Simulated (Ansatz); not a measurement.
**Nudged elastic band run: AlClFH$_{3}$**

The input (input.yaml):

```yaml
crystal:
  periodic: [false, false, false]
  atoms:
    - { symbol: Al, position_ang: [-0.61502, 0.336927, -0.362266] }
    - { symbol: F, position_ang: [-0.78236, -0.632699, 1.079463] }
    - { symbol: H, position_ang: [-0.920352, -0.423764, -1.721551] }
    - { symbol: H, position_ang: [-0.598056, 1.905061, -0.116898] }
    - { symbol: H, position_ang: [1.032358, -0.844587, 1.006644] }
    - { symbol: Cl, position_ang: [1.883431, -0.34084, 0.114509] }
basis:
  gaussian: { orbitals: def2-SVPD }
hamiltonian:
  xc: pbe
  dispersion: d4
neb:
  order_check: false
  images: 7
  f_tol: 0.05
  max_iterations: 60
  final_atoms:
    - { symbol: Al, position_ang: [-0.25648848, 0.39859491, -0.52516302] }
    - { symbol: F, position_ang: [-0.50287219, -0.74445563, 1.17987868] }
    - { symbol: H, position_ang: [-0.95121219, -0.46242811, -1.65945659] }
    - { symbol: H, position_ang: [-0.62706567, 1.8651215, -0.05336575] }
    - { symbol: H, position_ang: [0.47470557, -0.87794609, 1.17457593] }
    - { symbol: Cl, position_ang: [1.86293396, -0.17878857, -0.11656826] }
  initial_path:
    images:
      - { positions_ang: [[-0.61502, 0.336927, -0.362266], [-0.78236, -0.632699, 1.079463], [-0.920352, -0.423764, -1.721551], [-0.598056, 1.905061, -0.116898], [1.032358, -0.844587, 1.006644], [1.883431, -0.34084, 0.114509]] }
      - { positions_ang: [[-0.56305959, 0.35564638, -0.39245067], [-0.72097278, -0.66247396, 1.12813511], [-0.92760481, -0.39841177, -1.7185154], [-0.63780738, 1.89666277, -0.13357197], [0.93419683, -0.8395469, 1.01736644], [1.91524872, -0.35177852, 0.09893749]] }
      - { positions_ang: [[-0.51109917, 0.37436576, -0.42263534], [-0.65958555, -0.69224893, 1.17680721], [-0.93485762, -0.37305954, -1.7154798], [-0.67755875, 1.88826455, -0.15024593], [0.83603566, -0.8345068, 1.02808888], [1.94706643, -0.36271705, 0.08336598]] }
      - { positions_ang: [[-0.45913876, 0.39308514, -0.45282001], [-0.59819833, -0.72202389, 1.22547932], [-0.94211043, -0.3477073, -1.7124442], [-0.71731013, 1.87986632, -0.1669199], [0.73787449, -0.8294667, 1.03881132], [1.97888415, -0.37365557, 0.06779447]] }
      - { positions_ang: [[-0.40717834, 0.41180453, -0.48300468], [-0.53681111, -0.75179885, 1.27415142], [-0.94936324, -0.32235507, -1.7094086], [-0.75706151, 1.8714681, -0.18359387], [0.63971332, -0.8244266, 1.04953376], [2.01070187, -0.38459409, 0.05222296]] }
      - { positions_ang: [[-0.36950588, 0.40850212, -0.49354427], [-0.52832638, -0.74996305, 1.25058324], [-0.94982548, -0.35737333, -1.69692059], [-0.72456255, 1.86988145, -0.15103684], [0.59846139, -0.83780647, 1.0807943], [1.97375989, -0.33314271, 0.01002516]] }
      - { positions_ang: [[-0.33183341, 0.40519972, -0.50408385], [-0.51984165, -0.74812724, 1.22701505], [-0.95028771, -0.39239159, -1.68443259], [-0.69206359, 1.8682948, -0.11847981], [0.55720945, -0.85118635, 1.11205485], [1.93681791, -0.28169133, -0.03217265]] }
      - { positions_ang: [[-0.29416094, 0.40189731, -0.51462344], [-0.51135692, -0.74629144, 1.20344687], [-0.95074995, -0.42740985, -1.67194459], [-0.65956463, 1.86670815, -0.08592278], [0.51595751, -0.86456622, 1.14331539], [1.89987594, -0.23023995, -0.07437045]] }
      - { positions_ang: [[-0.25648848, 0.39859491, -0.52516302], [-0.50287219, -0.74445563, 1.17987868], [-0.95121219, -0.46242811, -1.65945659], [-0.62706567, 1.8651215, -0.05336575], [0.47470557, -0.87794609, 1.17457593], [1.86293396, -0.17878857, -0.11656826]] }
```

Command:

```bash
$ ansatz run input.yaml --threads 2 --pin off --max-ram 3072MiB --backend cpu --events-out ev --progress --plain --runs-dir out
```

Output, in part (warnings, iteration lines, the closing report on the highest movable image, with atoms numbered from 0):

```
NEB end point (image 0): max|allowed force component| = 2.812e-2 eV/Å (the criterion of neb.relax_end_points is 1.000e-2)
NEB end point (image 8): max|allowed force component| = 1.073e-3 eV/Å (the criterion of neb.relax_end_points is 1.000e-2)
NEB iter   1: max|band force component| = 1.990e0 eV/Å  barrier→ = 0.4945 eV  barrier← = 0.5977 eV  Δτ_max = 0.2000 Å  (233 SCF iters)
NEB iter   2: max|band force component| = 9.373e-1 eV/Å  barrier→ = 0.1004 eV  barrier← = 0.2036 eV  Δτ_max = 0.1238 Å  (196 SCF iters)
NEB iter   3: max|band force component| = 8.697e-1 eV/Å  barrier→ = 0.0606 eV  barrier← = 0.1637 eV  Δτ_max = 0.1002 Å  (208 SCF iters)
NEB iter   4: max|band force component| = 2.641e-1 eV/Å  barrier→ = 0.0244 eV  barrier← = 0.1275 eV  CI = image 4  Δτ_max = 0.0297 Å  (199 SCF iters)
NEB iter   5: max|band force component| = 1.218e-1 eV/Å  barrier→ = 0.0195 eV  barrier← = 0.1227 eV  CI = image 4  Δτ_max = 0.0202 Å  (195 SCF iters)
NEB iter   6: max|band force component| = 4.139e-2 eV/Å  barrier→ = 0.0194 eV  barrier← = 0.1226 eV  CI = image 4  Δτ_max = 0.0000 Å  (379 SCF iters)
Total energy: -21867.88251373 eV, -803.6298597963 hartree
Atom 0 at    -0.453799     0.343676    -0.407054 Å, force     0.007047     0.003401    -0.000551 eV/Å
Atom 1 at    -0.573868    -0.690672     1.109208 Å, force    -0.003842     0.003685     0.000086 eV/Å
Atom 2 at    -0.929509    -0.453674    -1.689998 Å, force     0.000833    -0.000057    -0.004157 eV/Å
Atom 3 at    -0.604149     1.886033    -0.078469 Å, force    -0.002633    -0.003962     0.001777 eV/Å
Atom 4 at     0.725087    -0.766193     0.962527 Å, force    -0.029829    -0.018325     0.038079 eV/Å
Atom 5 at     1.836238    -0.319072     0.103687 Å, force     0.028423     0.015257    -0.035233 eV/Å
Dipole moment:     0.027369     0.021484    -0.035885 e Å
```

The run converged. A vibrational analysis at the climbing image gives one clearly imaginary mode, 271i cm⁻¹: a first-order saddle point. The orbitals stay closed-shell, which can raise the energy where a bond breaks towards radicals; this wasn't checked here.

Final band (atoms are numbered from 1 in the order of the input):

```tsv
image	path coordinate (Å)	energy (eV)	H5–Cl6 (Å)	F2–H5 (Å)
0	0.00	0.000	1.33	1.83
1	0.11	0.000	1.35	1.69
2	0.22	0.006	1.37	1.56
3	0.33	0.015	1.41	1.43
4	0.44	0.019	1.47	1.31
5	0.58	-0.004	1.59	1.17
6	0.71	-0.054	1.72	1.07
7	0.84	-0.091	1.86	1.02
8	0.98	-0.103	2.02	0.99
```

The run took 53 s on 2 threads of Arm Neoverse V2, with other jobs on the host, peak memory 0.15 GiB.
